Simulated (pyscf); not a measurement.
Thermochemistry of product channels of HO–SiH₂–F on the singlet surface, in kJ/mol, from ωB97M-D3(BJ)/def2-TZVP energies (ideal gas, 1 atm, RRHO with modes under 100 cm⁻¹ raised to 100, one conformer, R ln 2 for rigid chiral ones). Single points on ωB97X-D3(BJ)/def2-SVP structures (PySCF, gas phase).

```csv
products,ΔE,ΔH(298 K),ΔG(298 K),ΔG(900 K)
O=SiH₂ + HF,…,+334.6,+296.8,+220.7
HO–Si:–F [singlet] + H₂,…,+127.4,+92.9,+19.4
O=SiH–F + H₂,+207.7,+188.4,+155.0,…
```

Question: What belongs in the gaps?

Answer: 
- O=SiH₂ + HF, ΔE: +345.4
- HO–Si:–F [singlet] + H₂, ΔE: +141.4
- O=SiH–F + H₂, ΔG(900 K): +85.1

The channel to HO–Si:–F [singlet] + H₂ turns favourable between 298 and 1200 K (ΔG from +92.9 kJ/mol to -17.2 kJ/mol).

These are energies of the channels, which say nothing of barriers.
